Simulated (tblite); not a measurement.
# F3H3P2: the cost of one run

Programs: tblite 0.8.0 and PySCF 2.14.0. All values are calculated, for the isolated system unless a continuum is named. Atoms count from 0, parts from 1.

## 1. The system as given

8 atoms, charge 0, multiplicity 1; geometry: rigid parts in contact. Parts: 1 = atoms 0–3, `FP(F)F`, charge 0; 2 = atoms 4–7, `P`, charge 0.

## 2. Bringing the parts together with GFN2-xTB

What the job is given:

```
{"job": {"kind": "dock", "xc": "GFN2-xTB", "basis": "xTB"}, "charge": 0, "multiplicity": 1, "parts": [{"atoms": "0-3", "charge": 0, "multiplicity": 1}, {"atoms": "4-7", "charge": 0, "multiplicity": 1}]}
F     -0.843027    -1.055696    -0.201024
P      0.007025     0.002496     0.642414
F      1.331459    -0.201504    -0.228032
F     -0.495457     1.254704    -0.213358
P     -0.300593    -1.898217     3.116103
H     -1.007700    -3.070338     3.338438
H      0.338583    -1.985885     4.343638
H      0.724923    -2.573908     2.471649
```

With the program's defaults for keys left out, this is: GFN2-xTB search for minima from random contacts, gas phase.

Run with:

```
OMP_NUM_THREADS=1 python cluster_run.py task.json out
```

The driver reads the jobs from task.json and runs them one after another.

**Question.** How long does this first job take on 1 thread of AMD EPYC 9R45, shared host?

About 5.2 s.
